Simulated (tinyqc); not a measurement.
Worked calculation: UHF in the sto-3g basis, for H2O, spin multiplicity 1. One step of it, computed by the program tinyqc.

Problem. Iteration 2: building the Fock matrix. J_ij = sum D_kl (ij|kl) with D = D(alpha) + D(beta), K_ij = sum D_kl (ik|jl) for each spin; F = H + J - K(s); E = tr D H + tr D J / 2 - 0.5 sum_s tr D(s) K(s) + E_nn.

D(alpha) after iteration 1, lower triangle:
```
            1O 1s      1O 2s     1O 2px     1O 2py    1O 2pz      2H 1s     3H 1s
1O 1s    1.042908
1O 2s   -0.175039   0.767954
1O 2px   0.000000   0.000000   0.916384
1O 2py   0.000000   0.000000  -0.230397   0.567518
1O 2pz   0.060493  -0.281035   0.000000   0.000000  0.749871
2H 1s   -0.042334   0.090079   0.230001   0.186324  0.157629   0.285604
3H 1s   -0.042334   0.090079  -0.230001  -0.186324  0.157629  -0.119737  0.285604
```

D(beta) after iteration 1, lower triangle:
```
            1O 1s      1O 2s     1O 2px     1O 2py    1O 2pz      2H 1s     3H 1s
1O 1s    1.042908
1O 2s   -0.175039   0.767954
1O 2px   0.000000   0.000000   0.916384
1O 2py   0.000000   0.000000   0.230397   0.567518
1O 2pz   0.060493  -0.281035   0.000000   0.000000  0.749871
2H 1s   -0.042334   0.090079  -0.230001   0.186324  0.157629   0.285604
3H 1s   -0.042334   0.090079   0.230001  -0.186324  0.157629  -0.119737  0.285604
```

core Hamiltonian H = T + V (hartree), lower triangle:
```
             1O 1s      1O 2s     1O 2px     1O 2py     1O 2pz      2H 1s      3H 1s
1O 1s   -32.686914
1O 2s    -7.604756  -9.303748
1O 2px    0.000000   0.000000  -7.432219
1O 2py    0.000000   0.000000   0.000000  -7.565478
1O 2pz   -0.019078  -0.226775   0.000000   0.000000  -7.531879
2H 1s    -1.626248  -3.555368   0.000000  -1.870818  -1.693581  -4.967625
3H 1s    -1.626248  -3.555368   0.000000   1.870818  -1.693581  -1.606168  -4.967625
```

Two-electron integrals (ij|kl) in chemists' order, unique and non-zero (hartree):
```
(11|11) 4.785065    (21|11) 0.741380    (21|21) 0.136873    (22|11) 1.118947
(22|21) 0.256633    (22|22) 0.817206    (31|31) 0.024477    (32|31) 0.037809
(32|32) 0.180518    (33|11) 1.115814    (33|21) 0.256684    (33|22) 0.817023
(33|33) 0.880159    (41|41) 0.024477    (42|41) 0.037809    (42|42) 0.180518
(43|43) 0.047444    (44|11) 1.115814    (44|21) 0.256684    (44|22) 0.817023
(44|33) 0.785270    (44|44) 0.880159    (51|51) 0.024477    (52|51) 0.037809
(52|52) 0.180518    (53|53) 0.047444    (54|54) 0.047444    (55|11) 1.115814
(55|21) 0.256684    (55|22) 0.817023    (55|33) 0.785270    (55|44) 0.785270
(55|55) 0.880159    (61|11) 0.159678    (61|21) 0.029226    (61|22) 0.054427
(61|33) 0.054323    (61|41) 0.001020    (61|42) 0.001906    (61|44) 0.054506
(61|51) 0.000882    (61|52) 0.001648    (61|54) 0.000158    (61|55) 0.054460
(61|61) 0.006322    (62|11) 0.382918    (62|21) 0.088899    (62|22) 0.312776
(62|33) 0.307509    (62|41) 0.005041    (62|42) 0.038280    (62|44) 0.316380
(62|51) 0.004359    (62|52) 0.033104    (62|54) 0.007671    (62|55) 0.314143
(62|61) 0.019343    (62|62) 0.147393    (63|31) 0.009369    (63|32) 0.054295
(63|43) 0.007983    (63|53) 0.006903    (63|63) 0.021169    (64|11) 0.206779
(64|21) 0.048634    (64|22) 0.182730    (64|33) 0.174412    (64|41) 0.011789
(64|42) 0.075514    (64|44) 0.195404    (64|51) 0.002093    (64|52) 0.018350
(64|54) 0.011250    (64|55) 0.178172    (64|61) 0.011056    (64|62) 0.104593
(64|64) 0.094546    (65|11) 0.178821    (65|21) 0.042058    (65|22) 0.158024
(65|33) 0.150830    (65|41) 0.002093    (65|42) 0.018350    (65|44) 0.155177
(65|51) 0.011179    (65|52) 0.070164    (65|54) 0.011742    (65|55) 0.167888
(65|61) 0.009561    (65|62) 0.090451    (65|64) 0.063456    (65|65) 0.076045
(66|11) 0.517892    (66|21) 0.122192    (66|22) 0.492467    (66|33) 0.472478
(66|41) 0.009092    (66|42) 0.094730    (66|44) 0.506438    (66|51) 0.007863
(66|52) 0.081922    (66|54) 0.029369    (66|55) 0.497876    (66|61) 0.026834
(66|62) 0.290216    (66|64) 0.235171    (66|65) 0.203374    (66|66) 0.774606
(71|11) 0.159678    (71|21) 0.029226    (71|22) 0.054427    (71|33) 0.054323
(71|41) -0.001020   (71|42) -0.001906   (71|44) 0.054506    (71|51) 0.000882
(71|52) 0.001648    (71|54) -0.000158   (71|55) 0.054460    (71|61) 0.006231
(71|62) 0.018781    (71|64) 0.009792    (71|65) 0.009290    (71|66) 0.025776
(71|71) 0.006322    (72|11) 0.382918    (72|21) 0.088899    (72|22) 0.312776
(72|33) 0.307509    (72|41) -0.005041   (72|42) -0.038280   (72|44) 0.316380
(72|51) 0.004359    (72|52) 0.033104    (72|54) -0.007671   (72|55) 0.314143
(72|61) 0.018781    (72|62) 0.121565    (72|64) 0.059161    (72|65) 0.072665
(72|66) 0.198880    (72|71) 0.019343    (72|72) 0.147393    (73|31) 0.009369
(73|32) 0.054295    (73|43) -0.007983   (73|53) 0.006903    (73|63) 0.016952
(73|73) 0.021169    (74|11) -0.206779   (74|21) -0.048634   (74|22) -0.182730
(74|33) -0.174412   (74|41) 0.011789    (74|42) 0.075514    (74|44) -0.195404
(74|51) -0.002093   (74|52) -0.018350   (74|54) 0.011250    (74|55) -0.178172
(74|61) -0.009792   (74|62) -0.059161   (74|64) -0.012253   (74|65) -0.034544
(74|66) -0.084915   (74|71) -0.011056   (74|72) -0.104593   (74|74) 0.094546
(75|11) 0.178821    (75|21) 0.042058    (75|22) 0.158024    (75|33) 0.150830
(75|41) -0.002093   (75|42) -0.018350   (75|44) 0.155177    (75|51) 0.011179
(75|52) 0.070164    (75|54) -0.011742   (75|55) 0.167888    (75|61) 0.009290
(75|62) 0.072665    (75|64) 0.034544    (75|65) 0.059727    (75|66) 0.130563
(75|71) 0.009561    (75|72) 0.090451    (75|74) -0.063456   (75|75) 0.076045
(76|11) 0.159321    (76|21) 0.037347    (76|22) 0.142976    (76|33) 0.139462
(76|44) 0.142017    (76|51) 0.002851    (76|52) 0.025858    (76|55) 0.147294
(76|61) 0.008057    (76|62) 0.067680    (76|64) 0.041324    (76|65) 0.046684
(76|66) 0.139109    (76|71) 0.008057    (76|72) 0.067680    (76|74) -0.041324
(76|75) 0.046684    (76|76) 0.038125    (77|11) 0.517892    (77|21) 0.122192
(77|22) 0.492467    (77|33) 0.472478    (77|41) -0.009092   (77|42) -0.094730
(77|44) 0.506438    (77|51) 0.007863    (77|52) 0.081922    (77|54) -0.029369
(77|55) 0.497876    (77|61) 0.025776    (77|62) 0.198880    (77|64) 0.084915
(77|65) 0.130563    (77|66) 0.347051    (77|71) 0.026834    (77|72) 0.290216
(77|74) -0.235171   (77|75) 0.203374    (77|76) 0.139109    (77|77) 0.774606
```

nuclear repulsion = 8.92747035 hartree

Give: Coulomb J; exchange K(alpha); exchange K(beta); F(alpha); F(beta); total energy of this density.

Solution.

Coulomb J (hartree), lower triangle:
```
          1O 1s   1O 2s  1O 2px   1O 2py  1O 2pz   2H 1s   3H 1s
1O 1s   17.4362
1O 2s    3.2929  8.2322
1O 2px   0.0000  0.0000  8.2110
1O 2py   0.0000  0.0000  0.0000   8.2255
1O 2pz  -0.0089  0.0266  0.0000   0.0000  8.2365
2H 1s    0.7029  3.1368  0.0000   1.8264  1.5971  5.0388
3H 1s    0.7029  3.1368  0.0000  -1.8264  1.5971  1.4423  5.0388
```

exchange K(alpha) (hartree), lower triangle:
```
         1O 1s    1O 2s   1O 2px   1O 2py  1O 2pz   2H 1s   3H 1s
1O 1s   4.8776
1O 2s   0.8369   1.2858
1O 2px  0.0000   0.0000   1.0563
1O 2py  0.0000   0.0000  -0.1080   0.9644
1O 2pz  0.0036  -0.0669   0.0000   0.0000  1.0485
2H 1s   0.1853   0.5520   0.0355   0.3188  0.2672  0.6048
3H 1s   0.1853   0.5520  -0.0355  -0.3188  0.2672  0.2251  0.6048
```

exchange K(beta) (hartree), lower triangle:
```
         1O 1s    1O 2s   1O 2px   1O 2py  1O 2pz   2H 1s   3H 1s
1O 1s   4.8776
1O 2s   0.8369   1.2858
1O 2px  0.0000   0.0000   1.0563
1O 2py  0.0000   0.0000   0.1080   0.9644
1O 2pz  0.0036  -0.0669   0.0000   0.0000  1.0485
2H 1s   0.1853   0.5520  -0.0355   0.3188  0.2672  0.6048
3H 1s   0.1853   0.5520   0.0355  -0.3188  0.2672  0.2251  0.6048
```

F(alpha) (hartree), lower triangle:
```
           1O 1s    1O 2s   1O 2px   1O 2py   1O 2pz    2H 1s    3H 1s
1O 1s   -20.1283
1O 2s    -5.1488  -2.3574
1O 2px    0.0000   0.0000  -0.2775
1O 2py    0.0000   0.0000   0.1080  -0.3043
1O 2pz   -0.0316  -0.1333   0.0000   0.0000  -0.3438
2H 1s    -1.1086  -0.9705  -0.0355  -0.3633  -0.3637  -0.5336
3H 1s    -1.1086  -0.9705   0.0355   0.3633  -0.3637  -0.3890  -0.5336
```

F(beta) (hartree), lower triangle:
```
           1O 1s    1O 2s   1O 2px   1O 2py   1O 2pz    2H 1s    3H 1s
1O 1s   -20.1283
1O 2s    -5.1488  -2.3574
1O 2px    0.0000   0.0000  -0.2775
1O 2py    0.0000   0.0000  -0.1080  -0.3043
1O 2pz   -0.0316  -0.1333   0.0000   0.0000  -0.3438
2H 1s    -1.1086  -0.9705   0.0355  -0.3633  -0.3637  -0.5336
3H 1s    -1.1086  -0.9705  -0.0355   0.3633  -0.3637  -0.3890  -0.5336
```

total energy of this density = -74.762097 hartree

This density is a damped mixture and is not idempotent.
